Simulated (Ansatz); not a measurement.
# Loss of H2: C4H6F2 → C4H4F2 + H2

Species: C4H6F2 `FC1CC(F)C1`, singlet; C4H4F2 `FC1=CC(F)C1`, singlet; H2 (hydrogen), singlet. This is a balance of energies; it says nothing on the path, which may need atoms to shift.

Shapes, held fixed at every level: PBE0-D4/def2-TZVP. Programs: Ansatz 0.2.0. Electronic energies: no zero-point or thermal term.

```json
{"level": "r2SCAN-D4/def2-TZVPP", "kind": "meta-GGA", "ΔE (kJ/mol)": "+167.9", "less CCSD(T)/CBS estimate": "-0.5"}
{"level": "wB97X-V/def2-TZVPP", "kind": "range-separated hybrid", "ΔE (kJ/mol)": "+181.7", "less CCSD(T)/CBS estimate": "+13.3"}
{"level": "B2PLYP/def2-TZVPP", "kind": "double hybrid", "ΔE (kJ/mol)": "+162.7", "less CCSD(T)/CBS estimate": "-5.7"}
{"level": "MP2/def2-TZVPP", "kind": "perturbation theory", "ΔE (kJ/mol)": "+168.5", "less CCSD(T)/CBS estimate": "+0.1"}
{"level": "CCSD(T)/def2-TZVPP", "kind": "coupled cluster or CI", "ΔE (kJ/mol)": "+168.9", "less CCSD(T)/CBS estimate": "+0.5"}
{"level": "CCSD/def2-TZVPP", "kind": "coupled cluster or CI", "ΔE (kJ/mol)": "+175.0", "less CCSD(T)/CBS estimate": "+6.6"}
{"level": "CCSD(T)/CBS estimate", "kind": "coupled cluster or CI", "ΔE (kJ/mol)": "+168.4", "less CCSD(T)/CBS estimate": "0.0"}
```

The highest level, CCSD(T)/CBS estimate, gives ΔE = +168.4 kJ/mol; the levels span +162.7 to +181.7. The column of differences is taken from that level and isn't an error. No measured value is set beside it here. The CBS estimate extrapolates MP2 from def2-TZVPP and def2-QZVPP and adds CCSD(T) − MP2 in the triple-zeta set, cores frozen; for H2 it overshoots the exact energy by about 1 mEh.
